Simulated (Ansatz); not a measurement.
The first iterations of a band of CH6AlSi (9 atoms, charge 0, multiplicity 2).

Computed with UKS B3LYP/6-31G* in Ansatz.

```yaml
movable_images: 7
climbing_image: yes
spring: 0.1 eV/Å²
optimiser: quadratic models (default)
start_path: through a guess of the saddle point
force_threshold: 0.03 eV/Å
iteration_limit: 50
end_points: relaxed
```

Initial state:

```xyz
9
Properties=species:S:1:pos:R:3
C -0.915 1.004 -1.045
Al 0.683 0.401 -0.071
Si 0.630 -1.537 1.337
H -0.702 1.102 -2.118
H -1.773 0.333 -0.934
H -1.225 2.000 -0.697
H 2.075 1.167 -0.165
H -0.557 -2.406 1.576
H 1.784 -2.065 2.118
```

Final state:

```xyz
9
Properties=species:S:1:pos:R:3
C -0.916 1.004 -1.045
Al 0.680 0.408 -0.061
Si 0.631 -1.540 1.333
H -0.705 1.065 -2.122
H -1.783 0.349 -0.910
H -1.208 2.015 -0.728
H 2.067 1.184 -0.143
H 1.786 -2.066 2.114
H -0.551 -2.419 1.562
```

| iteration | highest image above the first end (eV) | largest band force component (eV/Å) |
| --- | --- | --- |
| 1 | 21.626 | 67.017 |
| 2 | 7.984 | 21.122 |
| 3 | 5.139 | 11.768 |
| 4 | 3.546 | 5.427 |
| 5 | 2.633 | 2.166 |
| 6 | 2.231 | 1.269 |
| 7 | 2.044 | 0.804 |

Does the band converge within its limit, and where does its top end?

The forces met the threshold. It ended after 21 iterations with the highest image 0.222 eV above the first end. Another band between the same ends (7 images) ends at a top of the same energy, where a vibrational analysis finds 1 clearly imaginary mode.

Run time: 12 min on 1 thread of Intel(R) Xeon(R) Processor @ 2.70GHz, with other jobs on the host, peak memory 0.18 GiB.
